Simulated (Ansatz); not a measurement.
We consider trigonal Te, described by r²SCAN+rVV10 (Ansatz, a program for electronic structure, PAW).

Numerical settings: plane-wave cutoff 560 eV, 12×12×6 k mesh (along the axes of the cell as run), Fermi–Dirac smearing 0.01 eV, scalar-relativistic PAW data made under PBE.

Cell (relaxed at this level):

```yaml
crystal:
  lattice:
    - [2.23506, -3.87124, 0.00000]
    - [2.23506, 3.87124, 0.00000]
    - [0.00000, 0.00000, 5.94756]
  atoms:
    - { symbol: Te, position: [0.00000, 0.26443, 0.66667] }
    - { symbol: Te, position: [0.73557, 0.73557, 0.00000] }
    - { symbol: Te, position: [0.26443, 0.00000, 0.33333] }
```

Task: Estimate the bulk modulus, band gap and Γ–Γ gap that the calculation returns.

Result: 
- bulk modulus = 20.3 GPa
- band gap = 0.35 eV
- Γ–Γ gap = 1.97 eV

Measured, for comparison: band gap 0.33 eV (temperature not stated, no zero-point or thermal correction, compiled measured gap; kind and temperature not stated; as tabulated in Kothakonda et al. (2022), arXiv:2208.02841); bulk modulus 19 GPa (temperature not stated, no zero-point or thermal correction; as tabulated in Yi et al. (2018), arXiv:1712.00894). Computed (rounded) less measured: bulk modulus +7 % (against room or unstated temperature, where such soft solids are markedly softer). A static lattice is as a rule a little smaller and stiffer than an uncorrected measurement, which narrows the difference in the bulk modulus and would widen misses of the other sign.

Note: the bulk modulus comes from volumes at which shape and atoms were relaxed.

Spin–orbit coupling is not included; with these elements it can move the gap by several tenths of an eV or more.

The computed numbers hold no vibrational or temperature effects.
